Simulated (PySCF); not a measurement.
Helium: a sound run and one with changed settings

Sound run: He 1s2, He+ 1s1. Calculation: PySCF 2.14, in aug-cc-pVDZ-DK (3s2p, 9 functions); the spin-free X2C one-electron Hamiltonian (Gaussian nucleus). The sound run starts from symmetry-adapted Hartree-Fock orbitals and uses a fine grid where one is needed.

Changed run: 26 angular points. This setting is unsound on purpose.

| species | method | sound run (hartree) | changed run (hartree) | converged |
| --- | --- | --- | --- | --- |
| He | UHF | -2.85580 | -2.85580 | yes |
| He | B3LYP | -2.90920 | -2.90920 | yes |
| He | PBE | -2.88706 | -2.88706 | yes |
| He+ | UHF | -1.99446 | -1.99446 | yes |
| He+ | B3LYP | -1.99365 | -1.99365 | yes |
| He+ | PBE | -1.98880 | -1.98880 | yes |

Ionisation energy of He:

```json
{"method": "UHF", "sound run (eV)": "23.438", "changed run (eV)": "23.438"}
{"method": "B3LYP", "sound run (eV)": "24.914", "changed run (eV)": "24.914"}
{"method": "PBE", "sound run (eV)": "24.443", "changed run (eV)": "24.443"}
```

Here the setting changes nothing at the digits shown.

For comparison, NIST gives 24.587 eV between the lowest levels.
